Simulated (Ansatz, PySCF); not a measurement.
System: CF$_{3}$, net charge 0, doublet state. It need not be the lowest isomer of its formula. 
Structure (B3LYP-D3(BJ)/def2-TZVP (Ansatz, a quantum-chemistry and plane-wave program) minimum search):
SMILES: F[C](F)F
```xyz
4

C      0.0017    -0.0026     0.3251
F     -0.0171     1.2604    -0.0619
F      1.0990    -0.6148    -0.0830
F     -1.0831    -0.6438    -0.0717
```
Charge 0, spin multiplicity 2.

Property: atomisation energy (electronic, to ground-state atoms), in eV. Valence correlation only, unless marked. UHF or UKS for open shells. No spin-orbit coupling. No relativistic terms. The coupled-cluster limit lacks core correlation, which all-electron functionals hold. CBS marks a two-point X^-3 extrapolation of the correlation energy; Hartree-Fock from the larger set. The bracket is a focal-point correction in the basis named.

| level | program | atomisation energy (eV) |
|---|---|---|
| PBE0-D3(BJ)/def2-TZVP | Ansatz + dftd3 | ? |
| TPSSh-D4/def2-TZVPD | PySCF + dftd4 | 14.97 |
| HSE06/def2-TZVPD | Ansatz | ? |
| wB97X-V/def2-TZVPD | Ansatz | ? |
| CCSD/aug-cc-pVTZ | Ansatz | 14.16 |
| RI-MP2/CBS(aug-cc-pVTZ,aug-cc-pVQZ)+[CCSD(T)-MP2]/aug-cc-pVTZ | Ansatz | 14.97 |

What belongs in the gaps?


- PBE0-D3(BJ)/def2-TZVP, atomisation energy (eV): 15.23
- HSE06/def2-TZVPD, atomisation energy (eV): 15.22
- wB97X-V/def2-TZVPD, atomisation energy (eV): 15.08
